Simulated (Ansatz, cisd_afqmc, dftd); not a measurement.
Reaction: CH2F2 (difluoromethane, SMILES FCF) → CH2F (SMILES [CH2]F, doublet) + F (doublet) (the C-F bond breaks)
Each species at its own B3LYP-D3(BJ)/def2-TZVP minimum (Ansatz, a first-principles code).

Wanted: bond dissociation energy (electronic), in kcal/mol. UHF or UKS for unpaired electrons; spin-orbit terms are left out. Cores are frozen in correlated methods. Rows without X2C or -DK are non-relativistic. AFQMC is phaseless with a CISD trial state; ± is one standard error, without the phaseless bias. Outlying blocks are dropped, and bars are widened where a walk drifts. Over all cases where full CI ran beside it in this data, AFQMC minus full CI had a median of +0.1 mEh and passed +0.4 mEh in a tenth of the cases. CBS(X,Y): correlation extrapolated as X^-3, Hartree-Fock from the larger set (Q,5: extrapolated as (X+1)exp(-9√X)). A bracket is a step between two methods taken in the basis named. The functionals are non-relativistic, so their misses hold any scalar relativity. '+ core + X2C': CCSD(T) terms for core correlation (cc-pwCVTZ) and scalar relativity (cc-pVTZ-DK).

| level | program | bond dissociation energy (kcal/mol) |
|---|---|---|
| HF/CBS(cc-pVQZ,cc-pV5Z) | Ansatz | [?] |
| PBE-D3(BJ)/def2-TZVPD | Ansatz + dftd3 | [?] |
| r2SCAN-D4/def2-TZVPD | Ansatz + dftd4 | 119.2 |
| PBE0/def2-TZVPD | Ansatz | [?] |
| CAM-B3LYP-D3(BJ)/def2-TZVPD | Ansatz + dftd3 | 121.6 |
| MP2/cc-pVQZ | Ansatz | [?] |
| CCSD/CBS(cc-pVTZ,cc-pVQZ) | Ansatz | [?] |
| CCSDT(Q)/cc-pVTZ | Ansatz | 120.2 |
| AFQMC/CISD/cc-pVDZ | cisd_afqmc | 112.5 ± 0.3 |
| CCSD(T)/CBS(cc-pVQZ,cc-pV5Z) + [AFQMC/CISD - CCSD(T)]/cc-pVDZ + core + X2C | Ansatz + cisd_afqmc | 123.7 ± 0.3 |
| CCSD(T)/CBS(cc-pVQZ,cc-pV5Z) + [CCSDT(Q) - CCSD(T)]/cc-pVTZ + core + X2C | Ansatz | 123.7 |

Fill in the missing entries.


- HF/CBS(cc-pVQZ,cc-pV5Z), bond dissociation energy (kcal/mol): 80.0
- PBE-D3(BJ)/def2-TZVPD, bond dissociation energy (kcal/mol): 125.9
- PBE0/def2-TZVPD, bond dissociation energy (kcal/mol): 119.8
- MP2/cc-pVQZ, bond dissociation energy (kcal/mol): 130.0
- CCSD/CBS(cc-pVTZ,cc-pVQZ), bond dissociation energy (kcal/mol): 120.6
